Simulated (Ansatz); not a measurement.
One change: `N=C(CN)CF` becomes `N=C(CF)CF`.

Ansatz, PBE0-D4/def2-TZVP geometries, multiplicity 1. Each molecule was computed in one conformer, which needn't be the lowest.

```
                                        property  `N=C(CN)CF`
              LUMO energy (PBE0/def2-TZVPP) / eV        -0.08
             HOMO–LUMO gap (PBE/def2-TZVPP) / eV         4.80
           HOMO–LUMO gap (B3LYP/def2-TZVPP) / eV         6.92
size of the dipole moment (B3LYP/def2-TZVPP) / D         2.72
              HOMO energy (PBE0/def2-TZVPP) / eV        -7.50
             HOMO energy (B3LYP/def2-TZVPP) / eV        -7.28
```

(1) What does the change do to each property? (An estimate is asked.)

## Answers

(1) Ansatz gave: 
| property | `N=C(CF)CF` | shift |
| --- | --- | --- |
| LUMO energy (PBE0/def2-TZVPP) / eV | -0.54 | -0.46 |
| HOMO–LUMO gap (PBE/def2-TZVPP) / eV | 4.85 | 0.05 |
| HOMO–LUMO gap (B3LYP/def2-TZVPP) / eV | 7.01 | 0.09 |
| size of the dipole moment (B3LYP/def2-TZVPP) / D | 1.32 | -1.40 |
| HOMO energy (PBE0/def2-TZVPP) / eV | -8.06 | -0.56 |
| HOMO energy (B3LYP/def2-TZVPP) / eV | -7.83 | -0.55 |

With PBE0 the HOMO falls by 0.56 eV and the LUMO falls by 0.46 eV, so the gap widens by about 0.10 eV. PBE moves the HOMO by -0.50 eV and ωB97M-V by -0.56 eV. Dipoles are sizes alone; their direction can turn.

B3LYP here is the variant with VWN-RPA as its local correlation; programs differ in this.
